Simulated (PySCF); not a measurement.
# Property card for `FC1=C[N-]N=C1`

C3H2FN2 (charge -1).
Numbering: `[F:1][c:2]1[cH:3][n:4][n-:5][cH:6]1` (hydrogens: H7 on C3; H8 on C6)

From PBE0-D3(BJ)/def2-SVP geometry optimisation, gas phase (PySCF):

| Item | Value |
| --- | --- |
| Point group | C2v |
| Rotational constants A, B, C | 9.856, 3.509, 2.588 GHz |

From CAM-B3LYP/pcSseg-2 ground state and GIAO shieldings, non-relativistic (PySCF):

| Property | Result |
| --- | --- |
| HOMO energy | -2.50 eV |
| LUMO energy | 5.75 eV |
| HOMO–LUMO gap | 8.25 eV |
| 13C chemical shifts (computed TMS as zero) by class | 169.6 (C2), 127.8 (C3/C6) ppm |
| 1H chemical shifts (computed TMS as zero) by class | 7.05 (H7/H8) ppm |
| Isotropic shieldings of nuclei other than C and H, by class | -113 (N4/N5), 395 (F1) ppm |

**B3LYP/pcJ-1 indirect spin-spin coupling, non-relativistic, gas phase (PySCF)**

| Property | Result |
| --- | --- |
| Largest of the computed one-bond spin–spin couplings (means over like bonds) | 19F–13C -297.7 (F1–C2), 13C–1H +177.7 (C3–H7 and 1 like it), 13C–13C +83.9 (C2–C3 and 1 like it), 15N–15N -20.3 (N4–N5), 15N–13C +8.1 (N4–C3 and 1 like it) Hz |

Monoisotopic mass of the ion (most abundant isotopes, electron mass counted): 85.0207 u.

With B = h/(8π²I), that is 505.379 GHz u Å² over I, the principal moments of inertia are 51.3, 144.0 and 195.3 u Å² (most abundant isotopes). The rotational constants make it an asymmetric top with κ = (2B − A − C)/(A − C) = -0.75, nearer the prolate limit (−1).

No diffuse functions stand in pcJ-1 and pcSseg-2, which bears on an anion's orbital energies.

For the NMR shielding job (CAM-B3LYP/pcSseg-2), the run took 26 s of wall time on Arm Neoverse V1, one thread, shared host.
